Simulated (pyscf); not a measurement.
## Four-centre exchange: SbH₂• (SMILES [SbH2]) + H₂O (SMILES O) → HO–SbH• (SMILES [OH][SbH]) + H₂ (SMILES [H][H])

Gas phase, doublet surface, charge 0. Bonds broken: Sb1–H4, H2–O5. Bonds formed: Sb1–O5, H2–H4. PySCF, gas phase, ωB97X-D3(BJ)/def2-SVP geometries.

Transition state (Å):

```xyz
6

Sb     1.3074     0.2931     0.6341
H     -0.3787    -0.2782    -0.7169
H      2.1160     1.0308    -0.6741
H      0.3072    -1.0533    -0.7539
O     -0.6171     0.8482    -0.2835
H     -1.3435     0.8602     0.3598
```

One imaginary mode, 1703i cm⁻¹; descent along it reached the two sides named.

```
bond    change  reactant side (Å)  saddle  product side
------  ------  -----------------  ------  ------------
Sb1–H4  breaks              1.716   2.177           4.2
H2–O5   breaks              0.966   1.230         2.396
Sb1–O5   forms                3.1   2.203         2.001
H2–H4    forms                2.8   1.036         0.762
```

Electronic energies relative to the separated reactants (kcal/mol):

| level | barrier | reaction energy | reverse barrier |
|---|---|---|---|
| ωB97X-D3(BJ)/def2-TZVP | 39.1 | +2.4 | 36.7 |
| PBE/def2-TZVP | 31.5 | +1.7 | 29.8 |
| r²SCAN/def2-TZVP | 35.2 | +2.2 | 33.0 |
| B3LYP-D3(BJ)/def2-TZVP | 36.8 | +2.0 | 34.8 |
| PBE0-D3(BJ)/def2-TZVP | 37.2 | +4.8 | 32.4 |
| M06-2X/def2-TZVP | 39.7 | +1.1 | 38.6 |
| ωB97M-D3(BJ)/def2-TZVP | 40.8 | +4.4 | 36.4 |
| HF/def2-TZVP | 61.0 | +9.2 | 51.8 |

With ωB97M-D3(BJ)/def2-TZVP energies and thermal terms (ideal gas, 1 atm, RRHO with modes under 100 cm⁻¹ raised to 100, one conformer, R ln 2 for chiral ones without a mode under 150 cm⁻¹), in kcal/mol:

| T (K) | ΔH‡ | ΔG‡ | ΔH | ΔG |
|---|---|---|---|---|
| 298 | 38.7 | 48.0 | +2.2 | +3.4 |
| 600 | 38.8 | 57.4 | +3.1 | +4.2 |
| 900 | 39.5 | 66.6 | +4.0 | +4.6 |
| 1200 | 40.4 | 75.5 | +4.6 | +4.7 |

At the saddle there is also a short H–Sb contact that neither side keeps. One saddle was located; it need not be the lowest between these sides. Elements past Kr carry the def2 core potentials, without spin-orbit coupling.
